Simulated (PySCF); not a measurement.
Species: C₃H₆N₂.
Geometry (GFN2-xTB, Å), atoms numbered from 1 in this order:
```
atom  x, y, z in Å
N1    -1.780    0.083    0.499
C2    -0.465    0.676    0.333
C3     0.532   -0.214   -0.389
C4     1.900   -0.375    0.066
N5     1.171   -1.344    0.374
H6    -1.703   -0.766    1.050
H7    -2.159   -0.178   -0.407
H8    -0.587    1.608   -0.229
H9    -0.083    0.920    1.329
H10    0.295   -0.426   -1.429
H11    2.885    0.019    0.131
```

Vertical excitations from PySCF (density fitting, frozen core in the response, grid level 2 and gas phase unless stated; continuum runs use non-equilibrium linear response for the excitations) on a GFN2-xTB geometry. Reference run:

```csv
settings,"S1, eV (f)","S2, eV (f)","S3, eV (f)","S4, eV (f)","S5, eV (f)","S6, eV (f)","T1, eV (Tamm–Dancoff)",mean α (au)
"PBE0/def2-SVPD, full TDDFT, 6 singlets",4.72 (0.002),5.31 (0.003),6.45 (0.028),7.01 (0.013),7.24 (0.028),7.37 (0.025),4.08,48.7
```

Q: What do these settings give: mPW1PW91/aug-cc-pVDZ, start guess sap, TDA, 6 singlets?

A: 
| settings | S1, eV (f) | S2, eV (f) | S3, eV (f) | S4, eV (f) | S5, eV (f) | S6, eV (f) | T1, eV (Tamm–Dancoff) | mean α (au) |
| --- | --- | --- | --- | --- | --- | --- | --- | --- |
| mPW1PW91/aug-cc-pVDZ, start guess sap, TDA, 6 singlets | 4.72 (0.002) | 5.34 (0.006) | 5.70 (0.024) | 6.10 (0.014) | 6.30 (0.016) | 6.53 (0.014) | 4.06 | 50.6 |

S1 stays within 0.01 eV; functional, basis and response scheme change together, so the shift can't be laid on one. States are counted by energy in each run and needn't keep their character from row to row.

Q: Which orbital pairs make up S1 in each run, and how does it sit against the orbital gap?

A: 
```tsv
settings	S1 configurations (weight)	S1 (eV)	orbital gap (eV)	S1 − gap (eV)
PBE0/def2-SVPD, full TDDFT, 6 singlets	H→L 0.72, H−1→L 0.27	4.72	6.04	-1.32
mPW1PW91/aug-cc-pVDZ, start guess sap, TDA, 6 singlets	H→L 0.73, H−1→L 0.26	4.72	6.01	-1.29
```

One conformer stands for the species.
